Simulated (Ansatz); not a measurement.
Geometry optimisation, UKS B3LYP-D4/def2-SVP (Ansatz 0.2.0).

The input (input.yaml):

```yaml
crystal:
  periodic: [false, false, false]
  atoms:
    - { symbol: Si, position_ang: [-0.80325, 0.41992, -0.72629] }
    - { symbol: C, position_ang: [0.33663, -0.62231, 0.15524] }
    - { symbol: S, position_ang: [1.33311, -0.03961, 1.42628] }
    - { symbol: H, position_ang: [-1.51256, -0.34658, -1.74489] }
    - { symbol: H, position_ang: [-1.28951, 1.80518, -0.79172] }
    - { symbol: H, position_ang: [1.93559, -1.21659, 1.68138] }
magnetization:
  spin_polarized: true
  initial_magnetization: 1
basis:
  gaussian: { orbitals: def2-SVP }
hamiltonian:
  xc: b3lyp
  dispersion: d4
relax:
  f_tol: 0.015
  max_steps: 40
```

Launched with:

```bash
$ ansatz run input.yaml --threads 1 --pin off --max-ram 2048MiB --backend cpu --events-out ev --progress --plain --runs-dir out
```

Q: Where does it end, and by what steps?

A: The forces met the threshold. After 12 steps the energy has fallen by 0.603 eV; S3 moved furthest, 0.63 Å.

```tsv
step	energy less start (eV)	largest force component (eV/Å)	accepted
0	0.0000	0.858	yes
1	-0.1031	0.771	yes
2	-0.2200	1.225	yes
3	-0.3532	1.413	yes
4	-0.4595	1.047	yes
5	-0.5450	0.806	yes
6	-0.5834	0.635	yes
7	-0.5977	0.143	yes
8	-0.5970	0.231	no
9	-0.6009	0.043	yes
10	-0.6017	0.096	yes
11	-0.6029	0.051	yes
12	-0.6031	0.014	yes
```

```xyz
6
Properties=species:S:1:pos:R:3
Si -0.829 0.375 -0.782
C 0.185 -0.377 0.340
S 1.026 -0.452 1.786
H -1.542 -0.418 -1.810
H -1.055 1.843 -0.889
H 2.214 -0.971 1.354
```

Time of the run: 48 s on 1 thread of Arm Neoverse V1, on a shared host, peak memory 0.15 GiB.
